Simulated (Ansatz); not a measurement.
Where CCSD(T) holds and where it slips

Each species is computed at the geometry given (Å), with frozen cores, in Ansatz 0.2.0: RHF-CCSD(T) for singlets, UHF-CCSD(T) otherwise, and full CI in the same basis. The program picks the determinant by trial CCSD, so it needn't be the lowest Hartree–Fock solution. States: HAlCl A'', Si–BH2⁺ B1, Al–NH2 A1. Cases whose determinant has another symmetry than full CI's state, or whose (Q) step broke down, weren't drawn.

Question: Judging by size, spin and bonding, rank them by the size of CCSD(T)'s error in total energy against full CI in the same basis, smallest first (an estimate).
A. Al–NH$_{2}$, singlet, 6-31G: Al 0.000 0.000 0.697; N 0.000 0.000 -1.099; H 0.000 0.822 -1.689; H 0.000 -0.822 -1.689
B. Si–BH₂⁺, triplet, 6-31G: Si 0.000 0.000 0.635; B 0.000 0.000 -1.291; H 0.000 -1.026 -1.918; H 0.000 1.026 -1.918
C. HAlCl, quartet, 6-31G: Al 0.000 -0.050 1.240; Cl 0.000 -0.007 -0.956; H 0.000 1.585 0.446

Answer: C (13.3 meV), A (21.8 meV), B (29.7 meV).

```json
{"species": "HAlCl, quartet", "basis": "6-31G", "correlated electrons": "11", "CCSD(T) − full CI (meV)": "13.3", "CCSDT(Q) − full CI (meV)": "-0.9", "unpaired electrons (full CI)": "3.02", "T1": "0.022", "⟨S²⟩ of the determinant": "3.76"}
{"species": "Al–NH2, singlet", "basis": "6-31G", "correlated electrons": "10", "CCSD(T) − full CI (meV)": "21.8", "CCSDT(Q) − full CI (meV)": "-0.7", "unpaired electrons (full CI)": "0.08", "T1": "0.020", "⟨S²⟩ of the determinant": "0.00"}
{"species": "Si–BH2⁺, triplet", "basis": "6-31G", "correlated electrons": "8", "CCSD(T) − full CI (meV)": "29.7", "CCSDT(Q) − full CI (meV)": "0.2", "unpaired electrons (full CI)": "2.04", "T1": "0.035", "⟨S²⟩ of the determinant": "2.01"}
```

Unpaired electrons are Σ n²(2−n)² over natural occupations; an open shell counts its own unpaired electrons too. Frozen cores follow each run's orbitals, which moves totals by a few meV.
